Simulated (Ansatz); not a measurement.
Geometry optimisation, RKS B3LYP-D4/6-31G* (Ansatz 0.2.0).

Input:

```yaml
crystal:
  periodic: [false, false, false]
  atoms:
    - { symbol: "N", position_ang: [0.1745, -0.6408, -0.3297] }
    - { symbol: C, position_ang: [-0.1241, 0.5618, 0.3199] }
    - { symbol: O, position_ang: [0.71724, 1.43318, 0.60593] }
    - { symbol: H, position_ang: [-0.5796, -1.2023, -0.5312] }
    - { symbol: H, position_ang: [1.0517, -0.8687, -0.6688] }
    - { symbol: H, position_ang: [-1.2114, 0.65348, 0.54998] }
basis:
  gaussian: { orbitals: "6-31G*" }
hamiltonian:
  xc: b3lyp
  dispersion: d4
relax:
  f_tol: 0.015
  max_steps: 40
output:
  orbitals: {}
```

Launched with:

```bash
$ ansatz run input.yaml --threads 1 --pin off --max-ram 2048MiB --backend cpu --events-out ev --progress --plain --runs-dir out
```

Where does it end, and by what steps?

The forces met the threshold. After 6 steps the energy has fallen by 0.201 eV; H4 moved furthest, 0.07 Å.

| step | energy less start (eV) | largest force component (eV/Å) | accepted |
| --- | --- | --- | --- |
| 0 | 0.0000 | 3.201 | yes |
| 1 | -0.1755 | 0.843 | yes |
| 2 | -0.1423 | 1.180 | no |
| 3 | -0.1994 | 0.258 | yes |
| 4 | -0.1960 | 0.378 | no |
| 5 | -0.2014 | 0.022 | yes |
| 6 | -0.2015 | 0.001 | yes |

```xyz
6
Properties=species:S:1:pos:R:3
N 0.135 -0.611 -0.335
C -0.116 0.561 0.312
O 0.721 1.398 0.588
H -0.601 -1.264 -0.556
H 1.079 -0.818 -0.630
H -1.190 0.671 0.567
```

Whether the end is a true minimum wasn't checked by a vibrational analysis.

Time of the run: 23 s on 1 thread of Intel(R) Xeon(R) Processor @ 2.50GHz (Skylake/Cascade Lake), with other jobs on the host, peak memory 0.13 GiB.
